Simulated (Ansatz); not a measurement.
**Equilibrium volume per atom of some solids**

Method: r²SCAN-D4 in Ansatz (PAW). References are measured values corrected to a static lattice.

Values in Å³/atom.

```json
[
 {"solid": "hcp Hf", "reference": "22.30¶", "r²SCAN-D4": "22.28", "error (%)": "-0.1"},
 {"solid": "hcp Re", "reference": "14.62¶", "r²SCAN-D4": "14.63", "error (%)": "+0.1"},
 {"solid": "hcp Sc", "reference": "24.77¶", "r²SCAN-D4": "24.76", "error (%)": "0.0"},
 {"solid": "hcp Ru", "reference": "13.45¶", "r²SCAN-D4": "13.43", "error (%)": "-0.1"},
 {"solid": "hcp Os", "reference": "13.85¶", "r²SCAN-D4": "13.95", "error (%)": "+0.7"},
 {"solid": "hcp Mg", "reference": "22.65¶", "r²SCAN-D4": "22.48", "error (%)": "-0.8"},
 {"solid": "body-centred tetragonal In", "reference": "25.70¶", "r²SCAN-D4": "25.86", "error (%)": "+0.6"},
 {"solid": "hcp Ti", "reference": "17.50¶", "r²SCAN-D4": "17.24", "error (%)": "-1.5"},
 {"solid": "hcp Cd", "reference": "21.01¶", "r²SCAN-D4": "21.55", "error (%)": "+2.6"},
 {"solid": "hcp Tl", "reference": "27.99¶", "r²SCAN-D4": "29.63", "error (%)": "+5.9"},
 {"solid": "hcp Co", "reference": "10.96¶", "r²SCAN-D4": "10.55", "error (%)": "-3.7"},
 {"solid": "hcp Zr", "reference": "23.18¶", "r²SCAN-D4": "23.41", "error (%)": "+1.0"},
 {"solid": "hcp Y", "reference": "32.95¶", "r²SCAN-D4": "33.29", "error (%)": "+1.0"},
 {"solid": "hcp Zn", "reference": "14.86¶", "r²SCAN-D4": "14.19", "error (%)": "-4.5"}
]
```

Over these 14 solids the mean error is +0.1 %, the mean absolute error 1.6 % (median 0.9 %), and the worst case hcp Tl at +5.9 %; the value is too high in 7 of 14 cases.

All these references are brought to a static lattice.

Spin–orbit coupling is left out, also for the solids with elements from indium on (hcp Hf, hcp Re, hcp Os, body-centred tetragonal In, hcp Tl); its size isn't shown.

¶ marks references of a special kind: hcp Hf, 22.30 Å³/atom (measured, copied from a table, unchecked, extrapolated to 0 K and zero-point effects removed; as tabulated in Lejaeghere et al. (2013), arXiv:1204.2733); hcp Re, 14.62 Å³/atom (measured, copied from a table, unchecked, extrapolated to 0 K and zero-point effects removed; as tabulated in Lejaeghere et al. (2013), arXiv:1204.2733); hcp Sc, 24.77 Å³/atom (measured, copied from a table, unchecked, extrapolated to 0 K and zero-point effects removed; as tabulated in Lejaeghere et al. (2013), arXiv:1204.2733); hcp Ru, 13.45 Å³/atom (measured, copied from a table, unchecked, extrapolated to 0 K and zero-point effects removed; as tabulated in Lejaeghere et al. (2013), arXiv:1204.2733); hcp Os, 13.85 Å³/atom (measured, copied from a table, unchecked, extrapolated to 0 K and zero-point effects removed; as tabulated in Lejaeghere et al. (2013), arXiv:1204.2733); hcp Mg, 22.65 Å³/atom (measured, copied from a table, unchecked, extrapolated to 0 K and zero-point effects removed; as tabulated in Lejaeghere et al. (2013), arXiv:1204.2733); body-centred tetragonal In, 25.70 Å³/atom (measured, copied from a table, unchecked, extrapolated to 0 K and zero-point effects removed; as tabulated in Lejaeghere et al. (2013), arXiv:1204.2733); hcp Ti, 17.50 Å³/atom (measured, copied from a table, unchecked, extrapolated to 0 K and zero-point effects removed; as tabulated in Lejaeghere et al. (2013), arXiv:1204.2733); hcp Cd, 21.01 Å³/atom (measured, copied from a table, unchecked, extrapolated to 0 K and zero-point effects removed; as tabulated in Lejaeghere et al. (2013), arXiv:1204.2733); hcp Tl, 27.99 Å³/atom (measured, copied from a table, unchecked, extrapolated to 0 K and zero-point effects removed; as tabulated in Lejaeghere et al. (2013), arXiv:1204.2733); and 4 more.

Differences are worked out from the printed values.

Caveats: a distance lies near a switch of the dispersion term, which can move the cell (hcp Mg). Ansatz's density-functional and Hartree–Fock values are scalar-relativistic unless marked +SOC, with PAW data made under PBE.

Ansatz's runs of these crystals have no spin polarisation, but for hcp Co. Meta-GGAs and exact exchange favour moments, which can bear on hcp Sc, hcp Ti, hcp Co, hcp Y.

Density-functional runs with spin start from parallel moments for hcp Co.

Not in this set, of the solids of all kinds but layered and molecular ones with a reference value in our tables and a result at some level: 272 for a reference at room or unstated temperature; 51 for a published cell of unstated conditions; 30 for a cell known from the COD alone; 5 for no value at r²SCAN-D4 (not run, a failed fit, an unstable or unbound cell, or a value held back for tests); 5 for a high-temperature or high-pressure phase; 1 for a run that ended without the magnetic order (r²SCAN-D4). These can be a level's best or worst cases. At least 135 more with a reference value are held back for tests. Solids without a released value at any level aren't counted. Cubic solids are told by their lattice constant and aren't counted here. The metals Ce to Yb are counted apart.

References as tabulated in Lejaeghere et al. (2013), arXiv:1204.2733.

Ansatz is a quantum-chemistry and plane-wave program.
